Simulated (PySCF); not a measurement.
Homolysis of single bonds, series SiH2(OH)-X. Isolated molecules, 0 K electronic values unless said otherwise. One relaxed conformer stands for each flexible species; it need not be the lowest. Strings in code marks are SMILES.

The numbers are results of PBE0-D4/def2-TZVP run with PySCF, not measurements. 

A: radical fragment (`[CH3]`)
B: radical fragment (`O=[C]O` (O–C–O–H torsion 0°))
C: radical fragment (`[CH]=O`)
D: radical fragment (`[SiH2][SiH3]`)

Problem. Which member has the highest highest occupied spin orbital?

Solution. D (-6.24 eV); next is C (-6.39 eV).
